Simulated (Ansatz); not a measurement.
Rock-salt BaTe was calculated with r²SCANh (PAW; Ansatz, a first-principles code).

Settings: plane-wave cutoff 600 eV, 6×6×6 k mesh, scalar-relativistic PAW data made under PBE.

Computed at the level's own relaxed cell.

Hill averages of the elastic tensor: K = 31.0 GPa, G = 18.2 GPa. Volume 43.953 Å³/atom, mean atomic mass 132.464 u.

Question: Work out the density, the sound velocities of a polycrystal and the elastic Debye temperature at this level.

Answer: ρ = 1.66054 × 132.464/43.953 = 5.004 g/cm³. v_l = √[(K + 4G/3)/ρ] = 3.323 km/s and v_t = √(G/ρ) = 1.907 km/s. The mean follows from 3/v_m³ = 1/v_l³ + 2/v_t³: v_m = 2.118 km/s. Θ_D = (ħ/k_B) v_m (6π²/V)^(1/3) = 76.38 K Å s/km × 2.118 × 1.1045 Å⁻¹ = 179 K, counting all atoms of the cell.
